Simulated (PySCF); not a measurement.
From PBE0 to CCSD(T): MSi along the third period

PBE0 and CCSD(T) in PySCF with x2c-TZVPPall on every atom, spin-free X2C, for the lowest determinant that a PBE0 search found; no spin–orbit coupling.

| molecule | state (unpaired electrons) | PBE0 Re (Å) | PBE0 ωe (cm⁻¹) | PBE0 De (eV) | CCSD(T) Re (Å) | CCSD(T) ωe (cm⁻¹) | CCSD(T) De (eV) |
| --- | --- | --- | --- | --- | --- | --- | --- |
| NaSi | quartet (σ ↑, π ↑↑) | 2.695 | 257 | 1.43 | 2.697 | 261 | 1.39 |
| MgSi | triplet (π ↑↑) | 2.544 | 313 | 1.14 | 2.551 | 316 | 0.94 |
| SiS | singlet (closed shell) | 1.930 | 765 | 6.18 | 1.944 | 743 | 6.02 |
| SiCl | doublet (π ↑) | 2.068 | 534 | 4.44 | ? | ? | ? |

(1) Estimate the CCSD(T) values of SiCl by adding the mean shift from PBE0 to CCSD(T) of the other rows, and compare with the calculation.

(2) What are the mean differences of PBE0 from CCSD(T) over the whole series?

In a basis of this size CCSD(T) is itself not converged; it tends to give bonds that are too long and too weak.

Correlated steps freeze the inner cores (6 to 10 orbitals); shallow outer-core shells are correlated. UHF and ROHF references stand side by side, which adds small steps between rows. Where the molecule has an RHF reference, its open-shell atoms are computed with UHF. The CCSD T1 diagnostic is raised in SiS, a sign that a single reference may not be enough there. States were picked by a PBE0 search and need not be the measured ground states.

Answers

(1) The mean shifts are +0.8 pm, -5 cm⁻¹ and -0.13 eV, which give 2.076 Å, 529 cm⁻¹ and 4.31 eV. CCSD(T)/x2c-TZVPPall gives Re = 2.073 Å, ωe = 535 cm⁻¹, De = 4.18 eV.

(2) Re -0.7 pm, ωe +4 cm⁻¹, De +0.17 eV.
